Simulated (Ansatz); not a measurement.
Input file:

```yaml
crystal:
  periodic: [false, false, false]
  atoms:
    - {symbol: Mo, position_ang: [0.000000, 0.000000, 1.452433]}
    - {symbol: N, position_ang: [0.000000, 0.000000, -0.218867]}
    - {symbol: H, position_ang: [0.000000, 0.000000, -1.233567]}
basis:
  gaussian: {orbitals: def2-TZVPP}
total_charge: 1
magnetization: {spin_polarized: false, initial_magnetization: 3}
correlation: {method: ccsdt_q, electrons: outside_noble_gas}
```

```sh
$ ansatz run in.yaml --threads 2 --pin off --events-out ev --progress --plain --max-ram 24576MiB --backend cuda --devices 0, --max-vram 18GiB
```

Log:

```
1236 factors; integrals over basis functions are off by at most 3.1e-7 eV
mean field evaluation 1: about -3316.5329 eV, gradient 7.5e1 eV
mean field evaluation 2: about -3316.5385 eV, gradient 7.5e1 eV
mean field evaluation 4: about -3325.0244 eV, gradient 3.2e1 eV
mean field evaluation 8: about -3327.8541 eV, gradient 9.2e-1 eV
mean field evaluation 16: about -3326.0956 eV, gradient 1.7e1 eV
mean field evaluation 32: about -3260.3544 eV, gradient 1.4e2 eV
mean field evaluation 64: about -3324.5443 eV, gradient 5.9e-1 eV
mean field evaluation 96: about -3324.4428 eV, gradient 3.7e-6 eV
mean field evaluation 128: about -3324.5443 eV, gradient 5.9e-1 eV
mean field evaluation 160: about -3321.9176 eV, gradient 6.2e0 eV
...
cycle  17  -10.67513233 eV  change   -2.0e-5 eV  update   2.4e-5
cycle  18  -10.67514164 eV  change   -9.3e-6 eV  update   1.2e-5
cycle  19  -10.67511567 eV  change    2.6e-5 eV  update   7.0e-6
cycle  20  -10.67511877 eV  change   -3.1e-6 eV  update   3.9e-6
cycle  21  -10.67511880 eV  change   -3.2e-8 eV  update   3.0e-6
cycle  22  -10.67511616 eV  change    2.6e-6 eV  update   1.9e-6
cycle  23  -10.67511566 eV  change    5.0e-7 eV  update   1.3e-6
cycle  24  -10.67511500 eV  change    6.6e-7 eV  update   9.9e-7
cycle  25  -10.67511471 eV  change    2.9e-7 eV  update   6.0e-7
cycle  26  -10.67511384 eV  change    8.7e-7 eV  update   4.1e-7
perturbative correction -0.02652927 eV, -0.0009749327 hartree
Total energy: -3338.55822225 eV, -122.6897517118 hartree
```

Ran on 2 threads of AMD EPYC 7R13 with a shared H100 80 GB, shared host: 59 s wall, 1.2 GiB peak host memory.
